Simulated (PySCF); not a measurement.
**TDDFT excited states: C2H2FN3**

Compound: C₂H₂FN₃.
SMILES with atom numbers: `[F:1][c:2]1[cH:3][n:4][n:5][nH:6]1` (hydrogens: H7 on C3; H8 on N6)

The calculation used TDDFT wB97X-D/def2-SVPD, vertical, gas phase, core orbitals frozen in the response (PySCF). Geometry: PBE0-D3(BJ)/def2-SVP; no solvent, vibrations or thermal averaging.

Problem. What does the calculation give for the low-lying excited states?

Solution. 

| state | E (eV) | λ (nm) | ν̃ (cm⁻¹) | f | symmetry | main configurations (H = HOMO, L = LUMO) |
| --- | --- | --- | --- | --- | --- | --- |
| S1 | 5.81 | 213.3 | 46890 | 0.0087 | A″ | H-1→L (97%) |
| S2 | 6.82 | 181.7 | 55040 | 0.119 | A′ | H→L (90%) |
| S3 | 7.40 | 167.6 | 59670 | 0.016 | A″ | H→L+1 (86%) |
| S4 | 7.47 | 166.0 | 60240 | 0.0039 | A″ | H-1→L+3 (89%) |
| S5 | 7.74 | 160.3 | 62400 | 0.0052 | A′ | H-2→L (50%), H→L+3 (44%) |
| S6 | 7.79 | 159.3 | 62790 | 0.0022 | A″ | H-3→L (92%) |
| S7 | 8.10 | 153.0 | 65360 | 0.0017 | – | H→L+2 (75%), H→L+4 (12%) |
| S8 | 8.13 | 152.5 | 65570 | 0.0008 | – | H-1→L+1 (91%) |
| S9 | 8.55 | 145.1 | 68930 | 0.017 | A′ | H-1→L+2 (76%), H-1→L+4 (13%) |
| S10 | 8.60 | 144.1 | 69400 | 0.013 | A″ | H→L+4 (75%), H→L+2 (13%) |

Triplets (Tamm–Dancoff): T1 4.74 eV, H→L (91%); T2 4.80 eV, H-1→L (90%), H-1→L+3 (9%); T3 6.02 eV, H-2→L (90%); T4 6.11 eV, H→L+3 (94%).

The lowest singlet comes at 213 nm (561 kJ/mol) in the ultraviolet; it is weak; its leading configuration is HOMO-1→LUMO (97%). The most intense listed level is S2 at 6.82 eV (182 nm, f = 0.119), 1.01 eV above S1. Löwdin shares by element: HOMO carbon 50%, nitrogen 25% or more, fluorine 10% (atoms not listed hold the other 16%); LUMO nitrogen 73%, carbon 15% or more. Weighted by f, the mean energy of these states is 7.17 eV. Orbital energies (eV): HOMO-3 -12.10, HOMO-2 -11.13, HOMO-1 -9.91, HOMO -9.71, LUMO 1.50, LUMO+1 2.14, LUMO+2 2.82. The listed states span 2.79 eV, and the widest gap between neighbours is 1.01 eV (S1 to S2). All these states lie below the vertical ionisation energy of 10.20 eV (ΔSCF). Symmetry labels in Cs follow from the direction of the transition dipole and are given only for states with f of 0.002 or more. Only the lowest 10 singlets were computed, as vertical energies without vibronic structure.
